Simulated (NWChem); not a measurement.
## Correlation energy of dimethyl sulfide (C₂H₆S)

```xyz
9

C     -1.3791     0.0000     0.5069
S      0.0000     0.0000    -0.6547
C      1.3791     0.0000     0.5069
H     -1.3742     0.8990     1.1429
H     -2.3023     0.0000    -0.0896
H     -1.3742    -0.8990     1.1429
H      1.3742     0.8990     1.1429
H      2.3023     0.0000    -0.0896
H      1.3742    -0.8990     1.1429
```
Charge 0, spin multiplicity 1.

Program: NWChem. All single points use one geometry, from PBE0/def2-SVP, a minimum by its harmonic frequencies.

Basis set: 6-311G**. Each correlation energy counts from its own Hartree-Fock reference.

The correlated methods keep 7 core orbitals frozen. The Pople sets run with spherical d functions. No row is a measurement; the coupled-cluster row has its own basis-set and correlation limits.

Problem. One of these methods gave a correlation energy of -447.2 mHa. Which?
(A) SCS-MP2
(B) MP2
(C) CCSD
(D) CR-CCSD[T]

Solution. B, MP2. The others give -449.9 (SCS-MP2), -504.6 (CR-CCSD[T]), -492.3 (CCSD).
